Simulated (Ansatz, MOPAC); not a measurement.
Species: PH2, charge -1, multiplicity 1. SMILES: [PH2-]

Atoms: P1, H2, H3. Bonds: P1-H2, P1-H3.

Bond lengths (Å) and angles (degrees) optimised at AM1 with MOPAC; PM7 with MOPAC; B3LYP/LANL2DZ with Ansatz (a program for electronic structure), each started from the B3LYP-D3(BJ)/def2-TZVP structure (Ansatz) of the last column. A row stands for all coordinates that are equal there. No wavenumbers were computed at B3LYP/LANL2DZ, so these may be saddle points.

| coordinate | AM1 | PM7 | B3LYP/LANL2DZ | B3LYP-D3(BJ)/def2-TZVP |
|---|---|---|---|---|
| P1-H2 | 1.360 | 1.492 | 1.481 | 1.436 |
| H2-P1-H3 | 96.2 | 101.4 | 91.6 | 91.8 |

Mean signed difference of all 2 bond lengths from B3LYP-D3(BJ)/def2-TZVP: AM1 -0.076 Å, PM7 0.056 Å, B3LYP/LANL2DZ 0.045 Å.
